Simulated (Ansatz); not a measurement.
System: PbO (Pbcm, No. 57). Method: r²SCAN (Ansatz, an electronic-structure program, plane waves, PAW).

Run with plane-wave cutoff 560 eV, 6×6×8 k mesh (along the axes of the cell as run), Fermi–Dirac smearing 0.01 eV, scalar-relativistic PAW data made under PBE.

Cell (measured lattice):

PbO is modelled in the orthorhombic space group Pbcm (No. 57), Pearson symbol oP8. Conventional cell: a = 5.893 Å, b = 5.490 Å, c = 4.753 Å, α = 90.00°, β = 90.00°, γ = 90.00°. Pb on 4d has 2 O at 2.221–2.249 Å and 2 O at 2.481 Å. O on 4d sees 2 Pb at 2.221–2.249 Å and 2 Pb at 2.481 Å. (Neighbours: up to the widest gap in distance over summed covalent radii, below 1.35, at either atom; cation-cation and far metal-metal contacts left out.)

**Question.** Give the computed band gap, smallest direct gap on the k points sampled and direct gap at Γ.

**Answer.** 
- band gap: 2.46 eV
- smallest direct gap on the k points sampled: 2.74 eV
- direct gap at Γ: 3.78 eV

Note: cell and atoms aren't relaxed at this level (largest force component 0.05 eV/Å, pressure 1.3 GPa).

Spin–orbit coupling is not included; with these elements it can move the gap by several tenths of an eV or more.
